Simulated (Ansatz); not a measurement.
A made-up structure of CH5SSi (charge -1), singlet:

```
8
angstrom
C -0.6728 0.9117 -0.2713
S 0.0110 0.2776 1.0887
Si 0.7958 -1.1889 -0.2556
H -1.4815 0.2163 -0.7758
H 0.0952 1.2480 -1.1018
H -1.0640 1.6813 0.2317
H 2.1534 -0.8952 0.4066
H 0.1631 -2.2508 0.6774
```

It is relaxed with PBE-D4/def2-SVPD and then PBE0-D4/def2-TZVPD (Ansatz 0.2.0). Atoms count as bonded within 1.22 times the sum of their covalent radii (H–H: 0.88 Å). The end point is not checked to be a true minimum.

**Question.** Does its bonding change? (A judgement: the text doesn't fix the answer.)

**Answer.** Computed: No: no bond forms or breaks.

Where it ends: The first stage lowers the energy by 2.15 eV in 6 steps. It ends as CH₅SSi ([CH3][S][SiH2]), total charge -1:
| atom | x (Å) | y (Å) | z (Å) |
| --- | --- | --- | --- |
| C1 | -0.8307 | 1.1271 | -0.3290 |
| S2 | 0.0196 | 0.2482 | 1.0106 |
| Si3 | 0.9735 | -1.4243 | -0.1477 |
| H4 | -1.5842 | 0.4912 | -0.7999 |
| H5 | -0.1223 | 1.4445 | -1.0979 |
| H6 | -1.3230 | 2.0104 | 0.0898 |
| H7 | 2.3576 | -1.3249 | 0.5111 |
| H8 | 0.5094 | -2.5720 | 0.7629 |

Labels in which every atom is bracketed show which atoms are joined, not bond orders.

For scale, one of the runs: PBE0-D4/def2-TZVPD relaxation, 171 basis functions, launched by `ansatz run in.yaml --threads 2 --pin off --events-out ev --progress --plain --max-ram 4352MiB`. Hardware: 2 CPU threads of an Intel Xeon Platinum 8488C, shared host. Wall time about 19 s.
